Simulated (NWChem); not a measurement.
Program: NWChem. System: chloroform (CHCl$_{3}$), charge 0, spin multiplicity 1, at a geometry optimised with B3LYP/def2-SVP. Level: RHF/def2-TZVP.

Input file:

```
start mol
memory heap 200 mb stack 900 mb global 1100 mb
geometry units angstroms nocenter noautoz
  Cl     0.851745    -0.066279     1.472644
  C     -0.009249     0.452824     0.000000
  Cl     0.851745    -0.066279    -1.472644
  Cl    -1.698374    -0.118208     0.000000
  H     -0.031481     1.546068     0.000000
  symmetry group Cs
end
basis spherical
  * library def2-tzvp
end
scf
  rhf
  nopen 0
  maxiter 100
  thresh 1e-7
  semidirect memsize 60000000 filesize 0
end
task scf energy
```

Output (cleaned and shortened):

```
             Northwest Computational Chemistry Package (NWChem) 7.3.0
             --------------------------------------------------------

                                NWChem Input Module
                                -------------------

 Scaling coordinates for geometry "geometry" by  1.889725989
 (inverse scale =  0.529177249)

 Turning off AUTOSYM since
 SYMMETRY directive was detected!

                             Geometry "geometry" -> ""
                             -------------------------

 Output coordinates in angstroms (scale by  1.889725989 to convert to a.u.)

  No.       Tag          Charge          X              Y              Z
 ---- ---------------- ---------- -------------- -------------- --------------
    1 Cl                  17.0000     0.85174500    -0.06627900     1.47264400
    2 C                    6.0000    -0.00924900     0.45282400     0.00000000
    3 Cl                  17.0000     0.85174500    -0.06627900    -1.47264400
    4 Cl                  17.0000    -1.69837400    -0.11820800     0.00000000
    5 H                    1.0000    -0.03148100     1.54606800     0.00000000

 Effective nuclear repulsion energy (a.u.)     260.9493310145

            Nuclear Dipole moment (a.u.)
            ----------------------------
        X                 Y               Z
 ---------------- ---------------- ----------------
    -0.0000056692    -0.0000188973     0.0000000000

      Symmetry information
      --------------------

 Group name             Cs
 Group number              2
 Group order               2
 No. of unique centers     4

      Symmetry unique atoms

     1    2    4    5


 Summary of "ao basis" -> "" (spherical)
 ------------------------------------------------------------------------------
       Tag                 Description            Shells   Functions and Types
 ---------------- ------------------------------  ------  ---------------------
 *                         def2-tzvp                  on all atoms

 Summary of "ao basis" -> "ao basis" (spherical)
 ------------------------------------------------------------------------------
       Tag                 Description            Shells   Functions and Types
 ---------------- ------------------------------  ------  ---------------------
 Cl                        def2-tzvp                13       37   5s5p2d1f
 C                         def2-tzvp                11       31   5s3p2d1f
 H                         def2-tzvp                 4        6   3s1p

                                 NWChem SCF Module
                                 -----------------

  ao basis        = "ao basis"
  functions       =   148
  atoms           =     5
  closed shells   =    29
  open shells     =     0
  charge          =   0.00
  wavefunction    = RHF
  use symmetry    = T
  symmetry adapt  = T

 Summary of "ao basis" -> "ao basis" (spherical)
 ------------------------------------------------------------------------------
       Tag                 Description            Shells   Functions and Types
 ---------------- ------------------------------  ------  ---------------------
 Cl                        def2-tzvp                13       37   5s5p2d1f
 C                         def2-tzvp                11       31   5s3p2d1f
 H                         def2-tzvp                 4        6   3s1p

      Symmetry analysis of basis
      --------------------------

        a'         88
        a"         60

 Forming initial guess at       0.1s

      Superposition of Atomic Density Guess
      -------------------------------------

 Sum of atomic energies:       -1416.60420321

      Non-variational initial energy
      ------------------------------

 Total energy =   -1417.605394
 1-e energy   =   -2476.652412
 2-e energy   =     798.097686
 HOMO         =      -0.366661
 LUMO         =       0.009322

      Symmetry analysis of molecular orbitals - initial
      -------------------------------------------------

  Numbering of irreducible representations:

     1 a'          2 a"

  Orbital symmetries:

     1 a'          2 a'          3 a"          4 a'          5 a'
     6 a'          7 a"          8 a'          9 a'         10 a"
    11 a'         12 a"         13 a'         14 a'         15 a"
    16 a"         17 a'         18 a'         19 a"         20 a'
    21 a'         22 a"         23 a'         24 a'         25 a"
    26 a'         27 a"         28 a"         29 a'         30 a'
    31 a"         32 a'         33 a'         34 a'         35 a'
    36 a"         37 a'         38 a'         39 a"

 Starting SCF solution at       2.0s

 ----------------------------------------------
         Quadratically convergent ROHF

 Convergence threshold     :          1.000E-07
 Maximum no. of iterations :          100
 Final Fock-matrix accuracy:          1.000E-09
 ----------------------------------------------

              iter       energy          gnorm     gmax       time
             ----- ------------------- --------- --------- --------
                 1    -1416.8558278385  1.26D+00  3.83D-01      2.2
                 2    -1416.9649175454  3.06D-01  7.83D-02      2.6
                 3    -1416.9771143813  1.06D-02  2.08D-03      3.5
                 4    -1416.9771265591  4.53D-05  1.32D-05      4.5
                 5    -1416.9771265595  9.21D-09  2.43D-09      5.9

       Final RHF  results
       ------------------

         Total SCF energy =  -1416.977126559477
      One-electron energy =  -2477.030685769600
      Two-electron energy =    799.104228195612
 Nuclear repulsion energy =    260.949331014511

        Time for solution =      3.9s

       Symmetry analysis of molecular orbitals - final
       -----------------------------------------------

  Numbering of irreducible representations:

     1 a'          2 a"

  Orbital symmetries:

     1 a'          2 a'          3 a"          4 a'          5 a'
     6 a"          7 a'          8 a'          9 a"         10 a'
    11 a"         12 a'         13 a"         14 a'         15 a"
    16 a'         17 a'         18 a'         19 a"         20 a'
    21 a'         22 a'         23 a"         24 a'         25 a"
    26 a'         27 a"         28 a'         29 a"         30 a'
    31 a'         32 a"         33 a'         34 a'         35 a'
    36 a"         37 a'         38 a'         39 a"

             Final eigenvalues
             -----------------

              1
    1 -104.8629
    2 -104.8629
    3 -104.8629
    4  -11.4367
    5  -10.5906
    6  -10.5906
    7  -10.5906
    8   -8.0574
    9   -8.0574
   10   -8.0574
   11   -8.0557
   12   -8.0557
   13   -8.0557
   14   -8.0557
   15   -8.0557
   16   -8.0557
   17   -1.2335
   18   -1.1120
   19   -1.1120
   20   -0.8733
   21   -0.6758
   22   -0.6219
   23   -0.6219
   24   -0.5023
   25   -0.5023
   26   -0.4683
   27   -0.4683
   28   -0.4640
   29   -0.4521
   30    0.1133
   31    0.1588
   32    0.1706
   33    0.1706
   34    0.2739
   35    0.3109
   36    0.3109
   37    0.3881
   38    0.4150
   39    0.4150

                       ROHF Final Molecular Orbital Analysis
                       -------------------------------------

 Vector   27  Occ=2.000000D+00  E=-4.682529D-01  Symmetry=a"
              MO Center=  2.9D-01, -1.3D-02,  5.3D-11, r^2= 4.0D+00
   Bfn.  Coefficient  Atom+Function         Bfn.  Coefficient  Atom+Function
  ----- ------------  ---------------      ----- ------------  ---------------
    17      0.256886  1 Cl pz                85      0.256886  3 Cl pz
   122      0.255696  4 Cl pz                16      0.247838  1 Cl py
    84     -0.247838  3 Cl py               125      0.167495  4 Cl pz
    19      0.164346  1 Cl py                87     -0.164346  3 Cl py
    20      0.163066  1 Cl pz                88      0.163066  3 Cl pz

 Vector   28  Occ=2.000000D+00  E=-4.639628D-01  Symmetry=a'
              MO Center= -8.7D-04,  4.2D-02,  2.0D-14, r^2= 3.8D+00
   Bfn.  Coefficient  Atom+Function         Bfn.  Coefficient  Atom+Function
  ----- ------------  ---------------      ----- ------------  ---------------
    16      0.296708  1 Cl py                84      0.296708  3 Cl py
   121      0.296923  4 Cl py                19      0.204745  1 Cl py
    87      0.204745  3 Cl py               124      0.204681  4 Cl py
   144     -0.171130  5 H  s

 Vector   29  Occ=2.000000D+00  E=-4.520772D-01  Symmetry=a"
              MO Center=  1.7D-03, -7.4D-02, -4.3D-14, r^2= 4.1D+00
   Bfn.  Coefficient  Atom+Function         Bfn.  Coefficient  Atom+Function
  ----- ------------  ---------------      ----- ------------  ---------------
   122      0.340455  4 Cl pz                15      0.294819  1 Cl px
    83     -0.294819  3 Cl px               125      0.225475  4 Cl pz
    18      0.195253  1 Cl px                86     -0.195253  3 Cl px
    17     -0.170260  1 Cl pz                85     -0.170260  3 Cl pz
   119      0.156503  4 Cl pz

 Vector   30  Occ=0.000000D+00  E= 1.133469D-01  Symmetry=a'
              MO Center= -6.4D-03,  3.2D-01,  3.1D-14, r^2= 4.8D+00
   Bfn.  Coefficient  Atom+Function         Bfn.  Coefficient  Atom+Function
  ----- ------------  ---------------      ----- ------------  ---------------
   145      1.065177  5 H  s                 42     -1.029334  2 C  s
    41     -0.963744  2 C  s                123      0.424877  4 Cl px
    20     -0.369800  1 Cl pz                88      0.369800  3 Cl pz
     5      0.315799  1 Cl s                 73      0.315799  3 Cl s
   110      0.315668  4 Cl s                 47      0.233803  2 C  py

 Vector   31  Occ=0.000000D+00  E= 1.587606D-01  Symmetry=a'
              MO Center= -3.2D-02,  1.6D+00,  2.4D-13, r^2= 4.3D+00
   Bfn.  Coefficient  Atom+Function         Bfn.  Coefficient  Atom+Function
  ----- ------------  ---------------      ----- ------------  ---------------
   145      3.353185  5 H  s                 50     -1.883680  2 C  py
    42     -1.677229  2 C  s                 41      0.410344  2 C  s
   123     -0.364651  4 Cl px               144     -0.352529  5 H  s
    20      0.312748  1 Cl pz                88     -0.312748  3 Cl pz
     5     -0.292710  1 Cl s                 73     -0.292710  3 Cl s

 Vector   32  Occ=0.000000D+00  E= 1.705969D-01  Symmetry=a"
              MO Center=  4.6D-01,  1.3D-01, -2.2D-10, r^2= 4.7D+00
   Bfn.  Coefficient  Atom+Function         Bfn.  Coefficient  Atom+Function
  ----- ------------  ---------------      ----- ------------  ---------------
    51      1.249588  2 C  pz                 5     -0.893852  1 Cl s
    73      0.893852  3 Cl s                 20      0.497856  1 Cl pz
    88      0.497856  3 Cl pz                18      0.490584  1 Cl px
    86     -0.490584  3 Cl px                48      0.481875  2 C  pz
   125     -0.341190  4 Cl pz                19     -0.298369  1 Cl py

 center of mass
 --------------
 x =   0.00057991 y =  -0.02847777 z =   0.00000000

 moments of inertia (a.u.)
 ------------------
         561.768473290406         -10.618382059242           0.000000000000
         -10.618382059242        1083.028629756298           0.000000000000
           0.000000000000           0.000000000000         561.532486748514

  Mulliken analysis of the total density
  --------------------------------------

    Atom       Charge   Shell Charges
 -----------   ------   -------------------------------------------------------
    1 Cl  17    17.08   2.01  0.45  1.52  1.10  0.84  4.18  1.69  1.07  2.80  1.36  0.02  0.04  0.01
    2 C    6     5.92   0.85  1.12  0.48  0.76 -0.07  1.07  1.38  0.09  0.03  0.20  0.01
    3 Cl  17    17.08   2.01  0.45  1.52  1.10  0.84  4.18  1.69  1.07  2.80  1.36  0.02  0.04  0.01
    4 Cl  17    17.08   2.01  0.45  1.52  1.10  0.84  4.18  1.69  1.07  2.80  1.36  0.02  0.04  0.01
    5 H    1     0.85   0.26  0.47  0.08  0.02

       Multipole analysis of the density wrt the origin
       ------------------------------------------------

     L   x y z        total         open         nuclear
     -   - - -        -----         ----         -------
     0   0 0 0     -0.000000      0.000000     58.000000

     1   1 0 0     -0.010076      0.000000     -0.000006
     1   0 1 0      0.489526      0.000000     -0.000019
     1   0 0 1      0.000000      0.000000      0.000000

     2   2 0 0    -33.176671      0.000000    263.200049
     2   1 1 0     -0.038278      0.000000      5.070010
     2   1 0 1     -0.000000      0.000000      0.000000
     2   0 2 0    -31.296760      0.000000     14.311132
     2   0 1 1      0.000000      0.000000      0.000000
     2   0 0 2    -33.177846      0.000000    263.312898

 Task  times  cpu:        5.9s     wall:        5.9s

 Total times  cpu:        6.0s     wall:        6.0s
```
